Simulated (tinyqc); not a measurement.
Worked calculation: CIS on RHF in the sto-6g basis, frozen core, for OH-, spin multiplicity 1. The basis has no diffuse functions, so it cannot describe the extra electron: this is an exercise in the method, not the real anion. One step of it, computed by the program tinyqc.

Question. Orthogonalisation. S = U s U^T; symmetric (Loewdin) form X = U s^(-1/2) U^T, so that X^T S X = 1.

overlap S:
```
           1O 1s     1O 2s    1O 2px    1O 2py    1O 2pz     2H 1s
1O 1s   1.000000  0.231145  0.000000  0.000000  0.000000  0.049786
1O 2s   0.231145  1.000000  0.000000  0.000000  0.000000  0.446669
1O 2px  0.000000  0.000000  1.000000  0.000000  0.000000  0.000000
1O 2py  0.000000  0.000000  0.000000  1.000000  0.000000  0.000000
1O 2pz  0.000000  0.000000  0.000000  0.000000  1.000000  0.376041
2H 1s   0.049786  0.446669  0.000000  0.000000  0.376041  1.000000
```

Give: eigenvalues of S; X.

Answer.

eigenvalues of S: 0.4012  0.8430  1.0000  1.0000  1.1281  1.6277

X:
```
          1O 1s    1O 2s  1O 2px  1O 2py   1O 2pz    2H 1s
1O 1s    1.0219  -0.1289  0.0000  0.0000  -0.0077   0.0211
1O 2s   -0.1289   1.1260  0.0000  0.0000   0.0868  -0.2943
1O 2px   0.0000   0.0000  1.0000  0.0000   0.0000   0.0000
1O 2py   0.0000   0.0000  0.0000  1.0000   0.0000   0.0000
1O 2pz  -0.0077   0.0868  0.0000  0.0000   1.0717  -0.2438
2H 1s    0.0211  -0.2943  0.0000  0.0000  -0.2438   1.1738
```
